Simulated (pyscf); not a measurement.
Routes from H₃C–N(CH₃)–Si(OH)(OH)–OH (SMILES CN(C)[Si](O)(O)O) + H₂ (SMILES [H][H])

Candidate steps break at most two bonds and form at most two. Each was searched with GFN2-xTB (tblite) first. Structures and frequencies: ωB97X-D3(BJ)/def2-SVP in PySCF. Energies: ωB97M-D3(BJ)/def2-TZVP, kcal/mol, from the separated reactants, singlet surface; ΔG‡ with ideal gas, 1 atm, RRHO with modes under 100 cm⁻¹ raised to 100, one conformer, R ln 2 for chiral ones without a mode under 150 cm⁻¹.

| products | type | ΔE‡ | ΔE | ΔG‡ 298 K | ΔG‡ 900 K | ν‡ (cm⁻¹) |
|---|---|---|---|---|---|---|
| HO–SiH(OH)–OH + H₃C–NH–CH₃ | four-centre exchange | 40.2 | +12.4 | 51.2 | 72.2 | 1421i |
| H₃C–N(CH₃)–Si(OH)(OH)–OH + H₂ | four-centre exchange | 91.8 | 0.0 | 97.8 | 115.8 | 1345i |

Row 1: On the product side the descent ends in an adduct with a N–Si contact, 11.2 kcal/mol under the separated species and 38.2 kcal/mol under the saddle at ωB97X-D3(BJ)/def2-TZVP. 

Plain bond fissions and candidates not yet searched are not listed, and one of them may be faster. Each barrier is that of the saddle found; lower ones may exist.
